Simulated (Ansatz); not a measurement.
Input for Ansatz (development build ahead of 0.2.0):

```yaml
crystal:
  periodic: [false, false, false]
  atoms:
    - { symbol: O, position_ang: [0.00079, 0.04804, -0.13069] }
    - { symbol: H, position_ang: [-0.01383, 0.77373, 0.45602] }
    - { symbol: H, position_ang: [-0.01126, -0.80678, 0.51417] }
basis:
  gaussian: { orbitals: def2-TZVP }
total_charge: 1
magnetization:
  spin_polarized: true
  initial_magnetization: 1
hamiltonian:
  xc: pbe0
output:
  forces: true
```

The input is written out in the form of the current development build from the run's settings.

Results

```json
{"Converged": "yes", "Total energy": "-75.91319 hartree", "Spin squared of the determinant": "0.753", "Stability test": "minimum"}
```

Forces (eV/Å):
```
atom      Fx      Fy      Fz
  O1   0.022  -4.552  -0.499
  H2  -0.052   3.143   2.012
  H3   0.030   1.409  -1.512
```
